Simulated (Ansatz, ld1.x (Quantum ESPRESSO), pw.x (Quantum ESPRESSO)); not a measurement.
**What a changed setting does to a pw.x run (bcc Os)**

Potential: PAW, ld1.x (Quantum ESPRESSO) 7.5, LDA (PW92); core [Kr] 4d10 4f14, reference 5s2 5p6 5d6 6s1.5 6p0.5; waves: 5s (bound): rcut 1.30, rcutus 1.45 bohr; 6s (bound): rcut 1.30, rcutus 1.45 bohr; 5p (bound): rcut 1.80, rcutus 2.25 bohr; 6p (bound): rcut 1.80, rcutus 2.25 bohr; 5d (bound): rcut 2.30, rcutus 2.45 bohr; 5d channel at 0.35 Ry: rcut 2.30, rcutus 2.45 bohr; local part: all-electron potential smoothed inside 2.20 bohr (lloc = -1); core correction: Bessel-smoothed model core inside 1.10 bohr; augmentation: PSQ, inside the norm-conserving radii.

The reference run (k-mesh 15³, cutoffs 60/480 Ry, Fermi–Dirac 0.01 Ry, mixing_beta 0.4, conv_thr 1e-9, no spin) gives -1.51 GPa at 14.154 Å³/atom, where all-electron LAPW gives 0.06 GPa. This run, with its own iteration cap, changes mixing_mode to local-TF.

```
&control
  calculation='scf', prefix='x', pseudo_dir='./', outdir='./tmp', tstress=.true., disk_io='none'
/
&system
  ibrav=0, nat=1, ntyp=1, ecutwfc=60, ecutrho=480, nbnd=16,
  occupations='smearing', smearing='fd', degauss=0.01
/
&electrons
  conv_thr=1e-09, mixing_beta=0.4, electron_maxstep=60, mixing_mode='local-TF'
/
ATOMIC_SPECIES
Os 1.0 Os.UPF
CELL_PARAMETERS angstrom
  -1.52384128 1.52384128 1.52384128
  1.52384128 -1.52384128 1.52384128
  1.52384128 1.52384128 -1.52384128
ATOMIC_POSITIONS crystal
Os 0.0000 0.0000 0.0000
K_POINTS automatic
15 15 15 0 0 0
```

```bash
pw.x < Os.scf.in > Os.scf.out
```

Q: How does the run end?

A: It converges in 15 iterations; the free energy moves by +0.0 meV/atom and the pressure by +0.00 GPa. The result is that of the reference run.

```
Message from routine setup:
     using ibrav=0 with symmetry is DISCOURAGED, use correct ibrav instead
     lattice parameter (alat)  =       4.9877  a.u.
     unit-cell volume          =      95.5159 (a.u.)^3
     number of electrons       =        16.00
     number of Kohn-Sham states=           16
     kinetic-energy cutoff     =      60.0000  Ry
     charge density cutoff     =     480.0000  Ry
     scf convergence threshold =      1.0E-09
     Exchange-correlation= SLA  PW   NOGX NOGC
     number of k points=   120  Fermi-Dirac smearing, width (Ry)=  0.0100
     iteration #  1     ecut=    60.00 Ry     beta= 0.40
     total energy              =    -813.85584881 Ry
     estimated scf accuracy    <       0.20968393 Ry
     iteration #  2     ecut=    60.00 Ry     beta= 0.40
     negative rho (up, down):  2.187E-02 0.000E+00
     total energy              =    -813.70495211 Ry
     estimated scf accuracy    <       0.14954640 Ry
     iteration #  3     ecut=    60.00 Ry     beta= 0.40
     negative rho (up, down):  6.357E-03 0.000E+00
     total energy              =    -813.78095604 Ry
     estimated scf accuracy    <       0.00602759 Ry
     [... 9 iterations left out ...]
     iteration # 13     ecut=    60.00 Ry     beta= 0.40
     total energy              =    -813.82034507 Ry
     estimated scf accuracy    <          3.1E-09 Ry
     iteration # 14     ecut=    60.00 Ry     beta= 0.40
     total energy              =    -813.82034507 Ry
     estimated scf accuracy    <          1.3E-09 Ry
     iteration # 15     ecut=    60.00 Ry     beta= 0.40
     the Fermi energy is    25.3413 ev
!    total energy              =    -813.82034507 Ry
     estimated scf accuracy    <          8.9E-11 Ry
     smearing contrib. (-TS)   =      -0.00586140 Ry
     convergence has been achieved in  15 iterations
          total   stress  (Ry/bohr**3)                   (kbar)     P=      -15.18
     Message from routine punch:
     Nothing written, as per user request (disk_io='none')
```

The run took about 19 s on one core of a shared host (Intel(R) Xeon(R) 6975P-C, 192 threads, 378 GiB, load 77).
